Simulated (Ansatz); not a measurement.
Ideal-gas functions of AlH5N2, SMILES `[NH2][AlH][NH2]` at 600 K and 1 bar, from an Ansatz frequency run at PBE0-D4/def2-TZVP.

Molar mass 60.04 g/mol, point group C2v (symmetry number 2), electronic degeneracy 1, moments of inertia 18.892, 83.467, 102.359 u Å². Harmonic wavenumbers (cm⁻¹, unscaled): 203, 269, 350, 352, 377, 515, 536, 677, 719, 776, 886, 1564, 1573, 1949, 3615, 3615, 3704, 3704.

Use S(trans) = R[1.5 ln M + 2.5 ln T − 1.1517]; rotational temperatures θ = 24.2544 K / I; S(rot) = R[ln(√π/σ · √(T³/θAθBθC)) + 1.5]; for each mode x = 1.438777 ν̃/T, S = R[x/(eˣ − 1) − ln(1 − e⁻ˣ)] and H = RT x/(eˣ − 1); 1 cm⁻¹ = 0.0119627 kJ/mol; R = 8.31446 J/(mol·K).

Problem. By hand: the entropy, in J/(mol·K).

Solution. Translation 174.5. Rotation: θ = 1.2838, 0.2906, 0.237 K, giving 101.3. Vibration, mode by mode: 14.38, 12.10, 10.01, 9.97, 9.43, 7.07, 6.78, 5.14, 4.74, 4.26, 3.45, 0.95, 0.93, 0.44, 0.01, 0.01, 0.01, 0.01, in all 89.7. Electronic 0.0. Sum 365.5 J/(mol·K).

Problem. By hand: H − E and G − E in kJ/mol, counted from the electronic energy.

Solution. Zero-point energy ½ × 25384 × 0.0119627 = 151.8; thermal vibration 30.0; translation, rotation and pV give 4 RT = 20.0. H − E = 201.8 kJ/mol, and G − E = 201.8 − 600 × 365.5/1000 = -17.5 kJ/mol.

Vibration gives 25 % of the entropy. The sum counts one conformer and one mirror image; others add a mixing term.
